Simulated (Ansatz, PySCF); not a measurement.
System: SO2 (charge +1, doublet). 
Coordinates optimised at B3LYP-D3(BJ)/def2-TZVP (Ansatz, a program for electronic structure):
```xyz
3

S      0.0064     0.0005     0.2907
O     -0.0279     1.3023    -0.2923
O      0.0151    -1.3032    -0.2891
```
Charge +1, spin multiplicity 2.

Total electronic energies in hartree. Valence correlation only, unless marked. Open shells are spin-unrestricted. Spin-orbit coupling is left out. Non-relativistic. 

The Hartree-Fock reference is unstable (checked in the largest basis), which strains HF and MP2. 

```json
[
 {"level": "RI-HF/aug-cc-pV(Q+d)Z", "program": "Ansatz", "energy (Eh)": "-546.88889"},
 {"level": "RI-HF/cc-pV(Q+d)Z", "program": "Ansatz", "energy (Eh)": "-546.88839"},
 {"level": "BP86-D3(BJ)/def2-TZVPD", "program": "PySCF + dftd3", "energy (Eh)": "-548.32497"},
 {"level": "BP86/def2-TZVPD", "program": "PySCF", "energy (Eh)": "-548.32273"},
 {"level": "r2SCAN-D3(BJ)/def2-TZVPD", "program": "Ansatz + dftd3", "energy (Eh)": "-548.17621"},
 {"level": "LC-wPBE-D4/def2-TZVPD", "program": "Ansatz + dftd4", "energy (Eh)": "-548.04433"},
 {"level": "wB97M-V/def2-TZVPD", "program": "Ansatz", "energy (Eh)": "-548.20238"},
 {"level": "B2GP-PLYP-D3(BJ)/def2-TZVPD", "program": "Ansatz + dftd3", "energy (Eh)": "-547.97794"},
 {"level": "B2PLYP/def2-TZVPD", "program": "Ansatz", "energy (Eh)": "-548.05357"},
 {"level": "RI-MP2/aug-cc-pV(T+d)Z", "program": "Ansatz", "energy (Eh)": "-547.48479"},
 {"level": "RI-MP2/cc-pV(Q+d)Z", "program": "Ansatz", "energy (Eh)": "-547.53547"},
 {"level": "CCSD/6-31G*", "program": "Ansatz", "energy (Eh)": "-547.23920"},
 {"level": "CCSD(T)/cc-pV(D+d)Z", "program": "Ansatz", "energy (Eh)": "-547.32360"},
 {"level": "CCSD(T)/cc-pV(T+d)Z", "program": "Ansatz", "energy (Eh)": "-547.54245"}
]
```

Totals of different functionals don't rank their quality; only differences between species are comparable.
